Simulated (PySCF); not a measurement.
Molecule: `C=C[S@@](C)=O`, C₃H₆OS.

Bonds (- single, = double, # triple, : aromatic): C1=C2 1.329 Å, C2-S3 1.797 Å, S3-C4 1.819 Å, S3=O5 1.501 Å. C1 carries H6, H7; C2 carries H8; C4 carries H9, H10, H11. Stereochemistry as in C=C[S@@](C)=O. H6 is cis to S3; H7 is trans to S3.

Geometry PBE0-D3(BJ)/def2-SVP throughout; GIAO in PySCF 2.14, gas phase, one conformer, non-relativistic; equivalent atoms averaged; basis pcSseg-2.

(1) How do the absolute shieldings σ depend on the functional? (ppm; last column core-seconds on shared hosts with different chips, so compare them loosely; the GGAs took longer than the global hybrids here, which isn't the general rule, and the cause wasn't traced)

(2) Which nucleus moves most, in ppm?

## Answers

(1) 
| functional | kind | C2 | C1 | C4 | S3 | O5 | H6 | H8 | H7 | H9/H10/H11 | core-s |
| --- | --- | --- | --- | --- | --- | --- | --- | --- | --- | --- | --- |
| HF | Hartree–Fock | 41.9 | 55.5 | 150.5 | 242.2 | 322.4 | 24.57 | 25.11 | 25.36 | 29.53 | 25 |
| LDA | LDA | 11.5 | 47.9 | 132.6 | 120.2 | 260.5 | 24.06 | 23.41 | 24.53 | 28.55 | 54 |
| PBE | GGA | 18.4 | 52.2 | 133.5 | 149.3 | 261.0 | 24.56 | 23.98 | 25.05 | 28.99 | 65 |
| BLYP | GGA | 13.2 | 48.5 | 127.9 | 121.5 | 252.0 | 24.80 | 24.28 | 25.33 | 29.18 | 65 |
| BP86 | GGA | 18.8 | 52.2 | 133.3 | 143.3 | 262.0 | 24.62 | 24.07 | 25.12 | 29.04 | 65 |
| OPBE | GGA | 31.3 | 60.7 | 141.9 | 195.9 | 275.0 | 24.57 | 24.03 | 25.03 | 29.01 | 65 |
| KT2 | GGA | 31.1 | 63.2 | 137.3 | 193.8 | 261.9 | 24.72 | 24.16 | 25.20 | 29.02 | 68 |
| KT3 | GGA | 32.8 | 63.3 | 137.6 | 198.9 | 263.3 | 24.90 | 24.41 | 25.39 | 29.19 | 70 |
| B97-D | GGA | 23.8 | 55.9 | 133.8 | 151.3 | 262.9 | 24.83 | 24.35 | 25.36 | 29.18 | 66 |
| B3LYP | global hybrid | 18.7 | 48.6 | 133.0 | 143.6 | 270.4 | 24.67 | 24.41 | 25.24 | 29.21 | 48 |
| PBE0 | global hybrid | 25.3 | 52.3 | 139.5 | 176.0 | 282.9 | 24.46 | 24.21 | 25.00 | 29.08 | 47 |
| mPW1PW91 | global hybrid | 24.8 | 51.5 | 139.0 | 170.7 | 282.9 | 24.51 | 24.29 | 25.07 | 29.13 | 47 |
| WP04 | global hybrid | 15.0 | 40.8 | 127.2 | 119.6 | 263.3 | 25.05 | 24.98 | 25.67 | 29.44 | 31 |
| B97-2 | global hybrid | 28.2 | 54.9 | 139.4 | 178.5 | 281.7 | 24.63 | 24.40 | 25.19 | 29.18 | 30 |
| BHandHLYP | global hybrid | 26.9 | 49.9 | 139.7 | 178.1 | 292.2 | 24.56 | 24.64 | 25.21 | 29.28 | 28 |
| CAM-B3LYP | range-separated hybrid | 21.0 | 47.5 | 136.3 | 154.1 | 283.9 | 24.49 | 24.40 | 25.10 | 29.15 | 45 |
| wB97X-D | range-separated hybrid | 25.4 | 50.4 | 139.2 | 173.1 | 289.5 | 24.50 | 24.42 | 25.10 | 29.19 | 34 |
| LC-wPBE | range-separated hybrid | 27.4 | 48.2 | 143.9 | 186.6 | 305.5 | 24.32 | 24.40 | 24.93 | 29.15 | 41 |

(2) S3 (sulfoxide sulfur): from 119.6 ppm with WP04 to 242.2 ppm with HF. The smallest spread is 0.99 ppm, at H9/H10/H11. Proton shifts span only some 12 ppm, so a few tenths of a ppm matter as much there as several ppm in carbon.
